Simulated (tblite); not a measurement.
Species: phosphonium, PH₄ (charge +1).
Numbering: `[PH4+:1]` (hydrogens: H2, H3, H4, H5 on P1)

Computed with GFN2-xTB (tblite), gas phase: Langevin dynamics at 300 K from the optimised GFN2-xTB geometry, time step 0.5 fs, friction 0.01 fs⁻¹, 2000 steps. The instantaneous temperature is 2·E(kin)/(3Nk) with all 3N coordinates.

```csv
t (fs),T (K),E(pot) above start (eV),P1–H2 (Å),P1–H3 (Å),P1–H4 (Å),P1–H5 (Å),P1–H2 (Å)
0,116,0.000,1.375,1.375,1.375,1.375,1.375
25,186,0.088,1.333,1.406,1.348,1.380,1.333
50,239,0.076,1.364,1.414,1.381,1.387,1.364
75,115,0.057,1.404,1.379,1.373,1.332,1.404
100,157,0.034,1.375,1.356,1.396,1.339,1.375
125,141,0.052,1.386,1.370,1.424,1.362,1.386
150,121,0.059,1.343,1.379,1.407,1.396,1.343
175,160,0.035,1.365,1.378,1.348,1.378,1.365
200,145,0.063,1.410,1.421,1.367,1.384,1.410
225,226,0.068,1.422,1.352,1.407,1.398,1.422
250,150,0.115,1.388,1.308,1.356,1.360,1.388
275,277,0.062,1.352,1.373,1.379,1.377,1.352
300,232,0.171,1.388,1.458,1.438,1.393,1.388
325,307,0.140,1.395,1.413,1.385,1.363,1.395
350,213,0.102,1.388,1.374,1.349,1.328,1.388
375,245,0.101,1.394,1.337,1.362,1.374,1.394
400,308,0.095,1.400,1.393,1.361,1.457,1.400
425,220,0.142,1.384,1.370,1.362,1.414,1.384
450,340,0.068,1.337,1.376,1.400,1.363,1.337
475,243,0.171,1.381,1.408,1.415,1.311,1.381
500,290,0.056,1.416,1.415,1.396,1.379,1.416
525,364,0.118,1.396,1.347,1.336,1.391,1.396
550,465,0.080,1.340,1.340,1.371,1.440,1.340
575,328,0.223,1.352,1.354,1.405,1.370,1.352
600,404,0.183,1.354,1.385,1.439,1.323,1.354
625,422,0.087,1.370,1.405,1.382,1.350,1.370
650,464,0.091,1.344,1.395,1.360,1.398,1.344
675,212,0.138,1.376,1.369,1.388,1.458,1.376
700,180,0.102,1.380,1.355,1.340,1.430,1.380
725,247,0.075,1.370,1.367,1.331,1.366,1.370
750,104,0.118,1.365,1.402,1.381,1.353,1.365
775,222,0.103,1.395,1.373,1.431,1.389,1.395
800,105,0.105,1.384,1.385,1.403,1.359,1.384
825,179,0.052,1.369,1.370,1.354,1.363,1.369
850,132,0.078,1.372,1.341,1.376,1.383,1.372
875,257,0.019,1.384,1.347,1.365,1.390,1.384
900,225,0.112,1.387,1.397,1.378,1.401,1.387
925,361,0.071,1.368,1.417,1.402,1.341,1.368
950,228,0.124,1.350,1.454,1.410,1.333,1.350
975,437,0.050,1.365,1.395,1.380,1.375,1.365
1000,364,0.152,1.413,1.366,1.345,1.463,1.413
```

**Question.** From 500 fs on, how do temperature and potential energy compare with equipartition?

**Answer.** The mean temperature of these 21 frames is 285 K against the target 300 K, and the mean potential energy 0.10 eV against 9 × kT/2 = 0.12 eV for 9 classical harmonic modes. For 5 atoms in a canonical ensemble the temperature itself scatters by T·√(2/(3N)) = 110 K; here its standard deviation is 113 K. The whole run lasts only 10 friction times of 100 fs, so these averages carry a wide statistical error.

**Question.** What are the kinetic and total energies of the listed frame with the highest potential energy?

**Answer.** The one at 575 fs, 0.223 eV above the start. Its kinetic energy is 3NkT/2 = 0.212 eV at 328 K, so the sum is 0.43 eV; over the listed frames the sum runs from 0.08 to 0.44 eV, since the thermostat adds and removes energy.

**Question.** How much do the listed bonds fluctuate from 500 fs on?

**Answer.** 
| bond | at the start (Å) | mean (Å) | standard deviation (Å) |
| --- | --- | --- | --- |
| P1–H2 | 1.375 | 1.374 | 0.020 |
| P1–H3 | 1.375 | 1.380 | 0.029 |
| P1–H4 | 1.375 | 1.380 | 0.029 |
| P1–H5 | 1.375 | 1.384 | 0.038 |
| P1–H2 | 1.375 | 1.374 | 0.020 |

The motion is classical and holds no zero-point motion.

The cost below is that of the whole dynamics run. Hardware: one thread of an Arm Neoverse V2, no GPU (shared host). Cost: 2.0 s, 0.18 GiB resident at most.
